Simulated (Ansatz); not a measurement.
# AlFH5N: the cost of one run

Method: RKS B3LYP-D4/def2-SVP, in Ansatz 0.2.0.

## Step 1: The starting structure

Bond lengths: Al1–F2 2.040 Å, Al1–H3 1.560 Å, Al1–H4 1.560 Å, Al1–N5 2.220 Å, N5–H6 1.060 Å, N5–H7 1.060 Å. Angles: F2–Al1–H3 120.0°, F2–Al1–H4 120.0°, F2–Al1–N5 71.6°, H3–Al1–H4 120.0°, H3–Al1–N5 97.0°, H4–Al1–N5 101.2°, Al1–N5–H6 120.0°, Al1–N5–H7 120.0°, H6–N5–H7 120.0°.

As a file:

```xyz
8

Al    0.0000    0.0000    0.0000
F     0.0000    0.0000    2.0400
H     1.3510    0.0000   -0.7800
H    -1.3510    0.0000   -0.7800
N     0.0928   -2.1047    0.7000
H    -0.4256   -2.8627    0.1705
H     0.6555   -2.3517    1.5637
H     0.0544   -1.2334    1.7877
```

## Step 2: A restrained relaxation towards end A

Springs on the bonds that form and break draw the guess towards this end; the thresholds are loose.

Contents of input.yaml:

```yaml
crystal:
  periodic: [false, false, false]
  atoms:
    - { symbol: Al, position_ang: [0.0, 0.0, 0.0] }
    - { symbol: F, position_ang: [0.0, 0.0, 2.04] }
    - { symbol: H, position_ang: [1.351, 0.0, -0.78] }
    - { symbol: H, position_ang: [-1.351, 0.0, -0.78] }
    - { symbol: "N", position_ang: [0.0928, -2.1047, 0.7] }
    - { symbol: H, position_ang: [-0.4256, -2.8627, 0.1705] }
    - { symbol: H, position_ang: [0.6555, -2.3517, 1.5637] }
    - { symbol: H, position_ang: [0.0544, -1.2334, 1.7877] }
basis:
  gaussian: { orbitals: def2-SVP }
hamiltonian:
  xc: b3lyp
  dispersion: d4
relax:
  f_tol: 0.15
  max_steps: 25
  restrain:
    - { distance: [0, 4], at: 3.12, k: 30.0 }
    - { distance: [7, 1], at: 2.12, k: 30.0 }
    - { distance: [0, 1], at: 1.69, k: 30.0 }
    - { distance: [7, 4], at: 1.06, k: 30.0 }
```

Run with:

```sh
$ ansatz run input.yaml --threads 1 --pin off --max-ram 2048MiB --backend cpu --events-out ev --progress --plain --runs-dir out
```

What time and memory should one allow on 1 thread of Arm Neoverse V2, shared host?

About 20 s, with a peak of 0.14 GiB.
